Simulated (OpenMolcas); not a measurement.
# [AlH4]− (SMILES [AlH4-]): levels of theory compared

We compute a comparison of 6 runs (HF/STO-3G, UHF/STO-3G, B3LYP/STO-3G, PBE0/STO-3G, MP2/STO-3G, CCSD(T)/STO-3G) of [AlH4]−. 

Program for the calculation: OpenMolcas 26.06.

### Step 1. The structure to begin with

[AlH4]− has 5 atoms, charge -1, and is taken as a singlet. As SMILES, `[AlH4-]`. The Al1–H4 distance was set to 2.848 Å, away from the relaxed value. At this shape a bond of the SMILES string is far longer than usual.

Bond lengths: Al1–H2 1.628 Å, Al1–H3 1.628 Å, Al1–H5 1.627 Å. Angles: H2–Al1–H3 109.4°, H2–Al1–H5 109.4°, H3–Al1–H5 109.4°.

### Step 2. The energy at HF/STO-3G (run 1)

The input, run.inp:

```
>>> EXPORT MOLCAS_PRINT=2

&gateway
  baslib
  $CurrDir
  coord
  5
  angstrom
  Al       0.152839       0.387938       1.146099
  H        1.596369      -0.116392       1.703589
  H       -1.030111      -0.216622       2.086309
  H       -0.203840      -0.517130      -1.530710
  H        0.096189       2.013728       1.183429
  basis
  STO-3G
  group
  NoSym

&seward

&scf
  charge
  -1
  thresholds
  1e-10 1e-07 1e-07 1e-05
  prorbitals
  1 1
```

The basis set STO-3G is read from a file made from the Basis Set Exchange's data (not shown).

The run is started by

```bash
export MOLCAS_MEM=1860
pymolcas run.inp > run.log
```

What it wrote:

```text
--- Start Module: gateway ---
[...]
--- Stop Module: gateway /rc=_RC_ALL_IS_WELL_ ---
--- Start Module: seward ---
[...]
      Basis functions           13
--- Stop Module: seward /rc=_RC_ALL_IS_WELL_ ---
--- Start Module: scf ---
[...]
       Convergence after  12 Iterations
[...]
::    Total SCF energy                               -240.9475337064
[...]
      Total spin, S                                     0.0000000000
[...]
      Total electronic charge=   18.000000
      Total            charge=   -1.000000
[...]
      Dipole Moment (debye):
      Origin of the operator (angstrom)=    0.1479    0.3753    1.1090
                   X=  6.9227E-01               Y=  1.7582E+00               Z=  5.1864E+00           Total=  5.5199E+00
      Center of Charge (angstrom)
[...]
--- Stop Module: scf /rc=_RC_ALL_IS_WELL_ ---
[...]
```

It took 1.4 s on 1 thread of Arm Neoverse V2, shared host; peak memory 0.36 GiB.

### Step 3. A single-point energy at UHF/STO-3G (run 2)

The input, run.input:

```
&GATEWAY
 BasLib=$CurrDir
 Coord
 5
 angstrom
 Al       0.152839       0.387938       1.146099
 H        1.596369      -0.116392       1.703589
 H       -1.030111      -0.216622       2.086309
 H       -0.203840      -0.517130      -1.530710
 H        0.096189       2.013728       1.183429
 Basis=STO-3G
 Group=NoSym

&SEWARD

&SCF
 UHF
 Charge=-1
 Thresholds=1e-10 1e-07 1e-07 1e-05
 Scramble=0.25
 PrOrbitals=1 1
```

The basis set STO-3G is read from a file made from the Basis Set Exchange's data (not shown).

The run is started by

```bash
export MOLCAS_MEM=1860
pymolcas run.input > run.log
```

What it wrote:

```text
--- Start Module: gateway ---
[...]
--- Stop Module: gateway /rc=_RC_ALL_IS_WELL_ ---
--- Start Module: seward ---
[...]
      Basis functions           13
--- Stop Module: seward /rc=_RC_ALL_IS_WELL_ ---
--- Start Module: scf ---
[...]
       Convergence after  19 Iterations
[...]
::    Total SCF energy                               -240.9621488396
[...]
      Total spin, S                                     0.4064920560
[...]
      Total electronic charge=   18.000000
      Total            charge=   -1.000000
[...]
      Dipole Moment (debye):
      Origin of the operator (angstrom)=    0.1479    0.3753    1.1090
                   X=  1.6375E-01               Y=  4.1764E-01               Z=  1.2215E+00           Total=  1.3012E+00
      Center of Charge (angstrom)
[...]
--- Stop Module: scf /rc=_RC_ALL_IS_WELL_ ---
[...]
```

Wall time 1.6 s (1 thread of Arm Neoverse V2, shared host); peak memory 0.37 GiB.

Run 3 isn't shown in full; the table further down has it.

### Step 4. The energy at PBE0/STO-3G (run 4)

Edit run.inp of step 2 so:

```diff
@@ -1,3 +1 @@
->>> EXPORT MOLCAS_PRINT=2
-
 &gateway
@@ -19,2 +17,5 @@
 &seward
+  gridinput
+  Grid=UltraFine
+  End of Grid
 
@@ -23,2 +24,4 @@
   -1
+  ksdft
+  PBE0
   thresholds
```

The basis set STO-3G is read from a file made from the Basis Set Exchange's data (not shown).

The run is started by

```bash
export MOLCAS_MEM=1860
pymolcas run.inp > run.log
```

What it wrote:

```text
--- Start Module: gateway ---
[...]
--- Stop Module: gateway /rc=_RC_ALL_IS_WELL_ ---
--- Start Module: seward ---
[...]
      Basis functions           13
--- Stop Module: seward /rc=_RC_ALL_IS_WELL_ ---
--- Start Module: scf ---
[...]
       Convergence after  15 Iterations
[...]
::    Total KS-DFT energy                            -241.4563847346
[...]
      Total spin, S                                     0.0000000000
[...]
      Total electronic charge=   18.000000
      Total            charge=   -1.000000
[...]
      Dipole Moment (debye):
      Origin of the operator (angstrom)=    0.1479    0.3753    1.1090
                   X=  5.1412E-01               Y=  1.3062E+00               Z=  3.8511E+00           Total=  4.0989E+00
      Center of Charge (angstrom)
[...]
--- Stop Module: scf /rc=_RC_ALL_IS_WELL_ ---
[...]
```

It took 3.9 s on 1 thread of Arm Neoverse V2, shared host; peak memory 0.37 GiB.

Run 5 isn't shown in full; the table further down has it.

### Step 5. A single-point energy at CCSD(T)/STO-3G (run 6)

The input, run.inp:

```
&gateway
  baslib = $CurrDir
  coord
  5
  angstrom
  Al       0.152839       0.387938       1.146099
  H        1.596369      -0.116392       1.703589
  H       -1.030111      -0.216622       2.086309
  H       -0.203840      -0.517130      -1.530710
  H        0.096189       2.013728       1.183429
  basis = STO-3G
  group = NoSym

&seward

&scf
  charge = -1
  thresholds = 1e-10 1e-07 1e-07 1e-05
  prorbitals = 1 1

&rasscf
  fileorb = $Project.ScfOrb
  spin = 1
  nactel = 0 0 0
  inactive = 9
  ras2 = 0
  outorbitals = Canonical
  orblisting = Nothing

&motra
  jobiph
  frozen = 5

&ccsdt
  cct
  triples = 2
  iterations = 80
  accuracy = 1e-08
  extrapolation = 5 4
```

The basis set STO-3G is read from a file made from the Basis Set Exchange's data (not shown).

The run is started by

```bash
export MOLCAS_MEM=1860
pymolcas run.inp > run.log
```

What it wrote:

```text
--- Start Module: gateway ---
[...]
--- Stop Module: gateway /rc=_RC_ALL_IS_WELL_ ---
[...]
      Basis functions           13
[...]
       Convergence after  12 Iterations
[...]
::    Total SCF energy                               -240.9475337064
[...]
      Total spin, S                                     0.0000000000
[...]
      Number of active orbitals                  0
[...]
      Spin quantum number                      0.0
[...]
      Active orbitals                            0
[...]
      Number of CSFs                             1
[...]
      Number of root(s) required                 1
[...]
      Convergence after  4 iterations
[...]
      Natural orbitals and occupation numbers for root  1
      ************************************************************************************************************************
      *                                                    Final results                                                     *
      ************************************************************************************************************************
[...]
::    RASSCF root number  1 Total energy:   -240.94753371
[...]
      Total electronic charge=   18.000000
      Total            charge=   -1.000000
[...]
      Dipole Moment (debye):
      Origin of the operator (angstrom)=    0.1479    0.3753    1.1090
                   X=  6.9227E-01               Y=  1.7582E+00               Z=  5.1864E+00           Total=  5.5199E+00
      Center of Charge (angstrom)
[...]
--- Start Module: motra ---
[...]
      *** WARNING: Default frozen orbitals is overwritten by user input.
      *** Default values:   2
[...]
--- Stop Module: motra /rc=_RC_ALL_IS_WELL_ ---
--- Start Module: ccsdt ---
[...]
      Convergence after                    15  Iterations
      Total energy (diff) :    -241.03160268       0.00000001
[...]
 METHOD                       : CCSD+T(CCSD)+<T3(1)WT1> = CCSD(T)
[...]
       CCSD     =      -241.0316026810971
[...]
--- Stop Module: ccsdt /rc=_RC_ALL_IS_WELL_ ---
[...]
```

Run time: 1.8 s. Hardware: 1 thread of Arm Neoverse V2, shared host; peak memory 0.37 GiB.

### Step 6. The series

| run | level | scramble | integration grid | energy (Eh) | HOMO energy (eV) | LUMO energy (eV) | HOMO–LUMO gap (eV) | wall time |
| --- | --- | --- | --- | --- | --- | --- | --- | --- |
| 1 | HF/STO-3G | – | – | -240.947534 | 3.26 | 13.29 | 10.03 | 1.4 s |
| 2 | UHF/STO-3G | 0.25 | – | -240.962149 | 4.20 | 13.44 | 9.24 | 1.6 s |
| 3 | B3LYP/STO-3G | – | UltraFine | -241.607986 | 5.34 | 9.65 | 4.30 | 4.5 s |
| 4 | PBE0/STO-3G | – | UltraFine | -241.456385 | 5.31 | 9.97 | 4.66 | 3.9 s |
| 5 | MP2/STO-3G | – | – | -241.002967 | 3.26 | 13.29 | 10.03 | 1.4 s |
| 6 | CCSD(T)/STO-3G | – | – | -241.033320 | 3.26 | 13.29 | 10.03 | 1.8 s |

### Step 7. What came out

```
                                                    quantity          value
                                         run 6: total energy  -241.03332 Eh
                  run 6: HOMO energy (Hartree–Fock orbitals)        3.26 eV
                  run 6: LUMO energy (Hartree–Fock orbitals)       13.29 eV
run 6: HOMO–LUMO gap (to an unbound level, set by the basis)       10.03 eV
          run 6: correlation energy (5 core orbitals frozen)      -85.8 mEh
                                       run 6: (T) correction      -1.72 mEh
```

Below the UHF energy at the same shape and in the same basis (STO-3G): MP2 -40.8 mEh; CCSD(T) -71.2 mEh. Some of these start from another determinant than that one, so these aren't their correlation energies. Over runs 1, 2, 3, 4 the HOMO–LUMO gap runs from 4.30 eV (B3LYP/STO-3G) to 10.03 eV (HF/STO-3G). Exact exchange widens orbital gaps. The empty levels of an anion lie above zero and hang on the basis. Totals of different functionals can't be ranked against each other. In runs 1, 2, 3, 4, 5, 6 the HOMO lies above zero, so the outermost electron may be held by the basis alone. In runs 1, 2, 3, 4, 5, 6 the basis is minimal, so the values are rough. Spin contamination of the reference: run 2 ⟨S²⟩ = 0.57. All runs together took 15 s, the longest 4.5 s.
